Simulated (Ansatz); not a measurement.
`FC(F)=C(F)F` and `CC(F)=C(F)F` differ in one atom or group.

Ansatz, PBE0-D4/def2-TZVP geometries, multiplicity 1. 

| property | `FC(F)=C(F)F` |
| --- | --- |
| HOMO–LUMO gap (PBE/def2-TZVPP) / eV | 5.88 |
| HOMO energy (PBE/def2-TZVPP) / eV | -6.04 |
| LUMO energy (ωB97M-V/def2-TZVPP) / eV | 3.21 |
| LUMO energy (B3LYP/def2-TZVPP) / eV | 0.52 |
| LUMO energy (PBE0/def2-TZVPP) / eV | 0.88 |
| HOMO energy (PBE0/def2-TZVPP) / eV | -7.53 |

Problem. Give the same properties after the change, and the shifts. (An estimate is asked.)

Solution. Computed: 
```tsv
property	`CC(F)=C(F)F`	shift
HOMO–LUMO gap (PBE/def2-TZVPP) / eV	5.60	-0.28
HOMO energy (PBE/def2-TZVPP) / eV	-5.74	0.30
LUMO energy (ωB97M-V/def2-TZVPP) / eV	2.76	-0.45
LUMO energy (B3LYP/def2-TZVPP) / eV	0.57	0.05
LUMO energy (PBE0/def2-TZVPP) / eV	0.89	0.01
HOMO energy (PBE0/def2-TZVPP) / eV	-7.12	0.41
```

The zero-point energy changes by 93.1 kJ/mol with +9 modes.

B3LYP here is the variant with VWN-RPA as its local correlation; programs differ in this.
